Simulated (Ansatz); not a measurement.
Born–Oppenheimer molecular dynamics of BClH$_{5}$Si (8 atoms, charge 0, multiplicity 2). It starts at the highest image of a converged band. Of that band: A structure lower than the first end lies on the path between it and the top, so the climb from that side starts below the end, which may itself be a saddle point or a shallow side well. A vibrational analysis at the climbing image gives one clearly imaginary mode, 204i cm⁻¹: a first-order saddle point.

Theory: UKS PBE0/6-31G* in Ansatz.

```json
{"ensemble": "NVE (velocity Verlet)", "time step": "0.5 fs", "steps asked": "200", "starting velocities drawn for": "300 K", "seed": "6949"}
```

First frame:

```xyz
8
Properties=species:S:1:pos:R:3
B 0.012 -0.004 0.531
Cl -0.324 1.079 2.057
H 1.183 -0.147 0.359
H -0.886 -0.763 0.342
Si -0.040 0.107 4.044
H -0.902 -1.094 3.995
H 1.399 -0.232 4.100
H -0.442 1.055 5.114
```

**Question.** What does the run give?

**Answer.** All steps were run.

* steps done: 200
* time covered: 100 fs
* mean temperature over the second half: 163 K
* spread of the potential energy over the second half: 5.8 meV per atom
* mean potential energy of the second half above the start: 13.3 meV per atom

The conserved energy stayed within 0.071 meV per atom of its start (net change 0.056 meV per atom), so the integration is sound. A run of 0.1 ps of so small a system gives no equilibrium averages.

**Question.** What happens to the structure?

**Answer.** Between its relaxed ends the band would form Cl2–Si5. These pairs go: Cl2–Si5 2.23 → 2.05 Å. In the last frame they stand as after the step (other bonds may differ from the relaxed reactants and products). Also parted: B1–Cl2 1.90 → 2.55 Å. It ends as BH2 + ClH3Si. Pairs count as bonded within 1.25 times the sum of covalent radii (0.12 Å more for H–H). Another seed would give other details.

**Question.** How do temperature and energy run in time?

**Answer.** 
| time (fs) | T (K) | potential energy less start (eV) | conserved less start (meV/atom) |
| --- | --- | --- | --- |
| 0.0 | 300 | 0.000 | 0.00 |
| 5.0 | 235 | 0.051 | 0.03 |
| 10.0 | 158 | 0.111 | 0.07 |
| 15.0 | 211 | 0.069 | 0.05 |
| 20.0 | 259 | 0.032 | 0.02 |
| 25.0 | 225 | 0.059 | 0.03 |
| 30.0 | 230 | 0.054 | 0.03 |
| 35.0 | 266 | 0.027 | 0.05 |
| 40.0 | 256 | 0.035 | 0.05 |
| 45.0 | 237 | 0.049 | 0.03 |
| 50.0 | 261 | 0.031 | 0.02 |
| 55.0 | 254 | 0.036 | 0.05 |
| 60.0 | 197 | 0.080 | 0.06 |
| 65.0 | 173 | 0.099 | 0.03 |
| 70.0 | 188 | 0.087 | 0.02 |
| 75.0 | 171 | 0.100 | 0.04 |
| 80.0 | 129 | 0.133 | 0.06 |
| 85.0 | 126 | 0.135 | 0.05 |
| 90.0 | 147 | 0.119 | 0.02 |
| 95.0 | 98 | 0.157 | 0.02 |
| 100.0 | 41 | 0.201 | 0.06 |

The run took 10 min on 1 thread of AMD EPYC 7R43 64-Core Processor (Zen 3), on a shared host, peak memory 0.17 GiB.
